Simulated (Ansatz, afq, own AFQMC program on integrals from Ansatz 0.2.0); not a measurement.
AFQMC on a folder of integrals that Ansatz 0.2.0 wrote.

```yaml
crystal:
  periodic: [false, false, false]
  atoms:
    - {symbol: Ge, position_ang: [0.000034, -0.000003, -0.018730]}
    - {symbol: H, position_ang: [1.465006, 0.016889, 0.452573]}
    - {symbol: H, position_ang: [-0.748285, 1.261093, 0.448403]}
    - {symbol: H, position_ang: [-0.719150, -1.277779, 0.448837]}
basis:
  gaussian: {orbitals: 6-31G}
magnetization: {spin_polarized: true, initial_magnetization: 1}
correlation: {method: ccsd_t, electrons: outside_noble_gas, hamiltonian_folder: ham}
```

```sh
$ ansatz run in.yaml --threads 1 --pin off --events-out ev --progress --plain --max-ram 16896MiB --backend cuda --devices 0, --max-vram 18GiB
```

Options of the walk:

```
--method phaseless --trial hf --walkers 4000 --populations 20 --least-time 40 --time-step 0.005 --steps-per-block 20 --equilibration-blocks 112 --max-blocks 4000 --target-error 0.0008 --factor-cut 1e-05 --start spin_pure --seed 4741 --taylor-order 6
```

Times are imaginary, in 1/Eh. The walk had a cap of 49 s. With eight or more populations the least sampling time is a fifth of least-time, and the error comes from their spread. Filled inner d shells are frozen with the cores.

afq prints:

```
orbitals 21  electrons 4 3  factors 169 of 346
reference energy -2076.71104837 Eh
CCSD correlation -0.06888678 Eh in 10 cycles, weight of the determinant in the CISD state 0.9482
energy of the start -2076.711120 Eh
 block  time / (1/Eh)  mean weight  energy / Eh
     1     0.100  1.0003  -2076.721623
     2     0.200  1.0002  -2076.729859
     3     0.300  1.0003  -2076.736522
     4     0.400  1.0004  -2076.742355
     5     0.500  1.0005  -2076.747467
     7     0.700  1.0004  -2076.755056
     9     0.900  1.0001  -2076.760267
    13     1.300  1.0000  -2076.768919
    21     2.100  1.0000  -2076.776790
    25     2.500  1.0001  -2076.777909
    29     2.900  1.0000  -2076.779014
    37     3.700  0.9999  -2076.780943
    45     4.500  1.0000  -2076.781275
    53     5.300  1.0001  -2076.779974
    61     6.100  0.9999  -2076.781363
    69     6.900  1.0001  -2076.781237
    77     7.700  1.0001  -2076.780786
    85     8.500  0.9998  -2076.780996
    93     9.300  0.9999  -2076.782805
    97     9.700  1.0003  -2076.784098
   101    10.100  1.0000  -2076.782870
   109    10.900  1.0001  -2076.780950
   117    11.700  1.0002  -2076.781791
   125    12.500  1.0000  -2076.780962
   133    13.300  1.0000  -2076.781084
   141    14.100  1.0000  -2076.780914
   149    14.900  1.0000  -2076.782084
   157    15.700  0.9999  -2076.782402
   165    16.500  1.0000  -2076.780899
   173    17.300  0.9998  -2076.780616
   181    18.100  1.0000  -2076.781180
   189    18.900  1.0000  -2076.781723
error from the spread of 20 populations
energy -2076.781804 +/- 0.000491 Eh
(rows thinned)
```

The run passed its tests (sampling time, drift between the halves within three errors, error under three times the target), which doesn't prove that it has relaxed.

Against this walk (error 13.4 meV) on the same determinant: CCSD(T) 27.2 meV higher, full CI 17.6 meV higher (within the noise), a separate phaseless walk with a CISD trial and standard settings 18.7 ± 13.4 meV higher (within the noise). The error is statistical and leaves out the bias of the constraint.

Cautions: constraint bias not in the error; no relativity below Rb; no spin-orbit coupling; inner d shell frozen.

The walk took 28 s on 1 × NVIDIA H100 80GB HBM3 with 2 threads of AMD EPYC 7R13 Processor (Zen 3) (shared host) (the card was shared). The log's last line is the phaseless energy.

A walk keeps the symmetry of its determinant, which the program's search chose and which needn't be the lowest solution, so a lower state of the same spin and another symmetry isn't excluded.
